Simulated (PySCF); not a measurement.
Gas-phase reaction: 2 H₂CSiH₂ + CH₂F₂ → (CH₃)₃Si + SiHF₂

Energies from PySCF (xtb for GFN2), thermal terms from the rigid-rotor harmonic-oscillator model, ideal gas at 1 bar. † marks an energy on the PBE0/def2-TZVP geometry and frequencies; other levels use their own. MP2 freezes the core. 6-31G* has spherical d functions here. Open shells (unrestricted): (CH₃)₃Si (multiplicity 2), SiHF₂ (multiplicity 2); the rest are closed-shell singlets. GFN2 has no spin-polarisation term. B3LYP is the form with VWN-RPA correlation. H₂CSiH₂, (CH₃)₃Si, SiHF₂: computed as isolated molecules; such fragments, hydroxides, amides, oligomers or adducts are transient or little studied in the gas. MP2 isn't extrapolated to the basis-set limit; its ΔH°(298 K) is -470.9 kJ in def2-SVP and -516.2 kJ in def2-TZVPP. The harmonic model lacks anharmonicity and excited electronic states, which grow with temperature; levels with a mode under 35 cm⁻¹ are left out. Internal rotation in (CH₃)₃Si is treated as a harmonic vibration of one conformer, which makes the entropy rough.

```json
[
 {"level": "B3LYP/6-31G*", "ΔE electronic, kJ": "-485", "ΔH°(298 K), kJ": "-460", "ΔS°(298 K), J/K": "-127", "ΔG°(1400 K), kJ": "-290"},
 {"level": "B3LYP/def2-TZVP†", "ΔE electronic, kJ": "-495", "ΔH°(298 K), kJ": "-471", "ΔS°(298 K), J/K": "-127", "ΔG°(1400 K), kJ": "-302"},
 {"level": "GFN2-xTB", "ΔE electronic, kJ": "-346", "ΔH°(298 K), kJ": "-308", "ΔS°(298 K), J/K": "-126", "ΔG°(1400 K), kJ": "-131"},
 {"level": "HF/6-31G*", "ΔE electronic, kJ": "-583", "ΔH°(298 K), kJ": "-560", "ΔS°(298 K), J/K": "-128", "ΔG°(1400 K), kJ": "-391"},
 {"level": "HF/def2-TZVP†", "ΔE electronic, kJ": "-591", "ΔH°(298 K), kJ": "-567", "ΔS°(298 K), J/K": "-127", "ΔG°(1400 K), kJ": "-398"},
 {"level": "M06-2X/def2-TZVP†", "ΔE electronic, kJ": "-539", "ΔH°(298 K), kJ": "-515", "ΔS°(298 K), J/K": "-127", "ΔG°(1400 K), kJ": "-346"},
 {"level": "MP2/def2-SVP†", "ΔE electronic, kJ": "-495", "ΔH°(298 K), kJ": "-471", "ΔS°(298 K), J/K": "-127", "ΔG°(1400 K), kJ": "-302"},
 {"level": "PBE/def2-TZVP†", "ΔE electronic, kJ": "-497", "ΔH°(298 K), kJ": "-473", "ΔS°(298 K), J/K": "-127", "ΔG°(1400 K), kJ": "-304"},
 {"level": "ωB97X-V/def2-TZVP†", "ΔE electronic, kJ": "-523", "ΔH°(298 K), kJ": "-499", "ΔS°(298 K), J/K": "-127", "ΔG°(1400 K), kJ": "-330"}
]
```
ΔH° is lowest at HF/def2-TZVP† and highest at GFN2-xTB. No reference value is set beside these.
